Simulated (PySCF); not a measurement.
Species: C₄H₅F.
Geometry (GFN2-xTB, Å), atoms numbered from 1 in this order:
```xyz
10
C4H5F angstrom
F      2.167   -0.988   -0.463
C      1.454    0.039    0.111
C      0.011   -0.128   -0.080
C     -1.036   -0.756   -0.524
C     -1.310    0.515    0.228
H      1.710    0.047    1.179
H      1.805    0.970   -0.354
H     -1.477   -1.568   -1.045
H     -1.609    1.406   -0.313
H     -1.705    0.468    1.238
```

NICS = −σ at a ghost point: NICS(0) at the centroid of the ring atoms, NICS(1) 1 Å to either side along the normal of their mean plane, zz for the tensor component along that normal. Level: GIAO PBE0/pcSseg-1 (PySCF, non-relativistic, gas phase) on the GFN2-xTB geometry, one conformer.

Ring bond lengths (Å), with Mayer bond orders in brackets: C3–C4 1.299 (1.72), C4–C5 1.502 (0.94), C5–C3 1.502 (0.89).

Q: Give the NICS values of each ring in ppm.

A: 
```tsv
ring	type	NICS(0)	NICS(1), two faces	NICS(1)zz, two faces	rms pucker (Å)	centre to ring atoms, mean (Å)
C3–C4–C5	3-membered carbocycle; formal bonds 1 double, 2 single	-30.7	-7.2 / -7.2	-15.9 / -15.9	0.00	0.83
```

Q: What can be read from them?

A: 
- C3–C4–C5: mean NICS(1)zz -15.9 ppm, shielded. C5 has four or more neighbours, and the NICS criterion for π rings isn't applied. NICS(0) lies 24 ppm below the mean NICS(1).
